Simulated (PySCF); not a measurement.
Work out the structure from these simulated measurements.

Formula: C3HN2; charge -1.

| Property | Result |
| --- | --- |
| NMR, other nuclei | isotropic shieldings of nuclei other than C and H, by class: -20 (2 N) ppm [GIAO B97-2/pcSseg-2] |
| 1H NMR | chemical shifts (computed TMS as zero) by class: 0.88 (1 H) ppm [GIAO B97-2/pcSseg-2] |
| Rotational structure | rotational constants A, B, C: 32.476, 2.769, 2.552 GHz [PBE0-D3(BJ)/def2-SVP] |
| 13C NMR | chemical shifts (computed TMS as zero) by class: 137.4 (2 C), -3.2 (1 C) ppm [GIAO B97-2/pcSseg-2] |
| Couplings | largest of the computed one-bond spin–spin couplings (means over like bonds): 13C–1H +178.5, 13C–13C +111.1 (×2), 15N–13C -18.7 (×2) Hz [B3LYP/pcJ-1] |
| XPS | C1s 285.7, C1s 286.7 (×2), N1s 398.9 (×2) eV [ΔSCF SCAN, pcX-2 on the ionised atom, pcseg-1 elsewhere, spin-free X2C] |

Electronic properties: PySCF, gas phase, density fitting. Levels stand in brackets. Geometry: PBE0-D3(BJ)/def2-SVP; no solvent, vibrations or thermal averaging. The geometry's basis has no diffuse functions, a weakness for an anion. No diffuse functions stand in pcJ-1 and pcSseg-2, which bears on an anion's orbital energies. NMR values are class means; diastereotopic atoms form classes of their own.

Question: Give a SMILES that accounts for the data.

Answer: Numbering: `[N:1]#[C:2][CH-:3][C:4]#[N:5]`. 3 carbons fall into 2 classes; from least to most shielded: carbon bonded to C and N [C2/C4] (137.4 ppm, 2 C), carbon bonded to 2 C and H [C3] (-3.2 ppm). The one hydrogen (0.88 ppm): hydrogen on carbon. The other shieldings belong to: -20 ppm, nitrogen bonded to C [N1/N5]. The couplings run between: +178.5 Hz, carbon bonded to 2 C and H [C3] and its hydrogen; +111.1 Hz, carbon bonded to C and N [C2] and carbon bonded to 2 C and H [C3] (with 1 like pair); -18.7 Hz, nitrogen bonded to C [N1] and carbon bonded to C and N [C2] (with 1 like pair). The core levels belong to: C1s 285.7 eV, carbon bonded to 2 C and H [C3]; C1s 286.7 eV, carbon bonded to C and N [C2/C4]; N1s 398.9 eV, nitrogen bonded to C [N1/N5]. The optimised geometry has point group C2v and is an asymmetric top. Structure: `N#C[CH-]C#N`. The assignments are read from this structure; whether some other isomer fits the data as well wasn't checked.
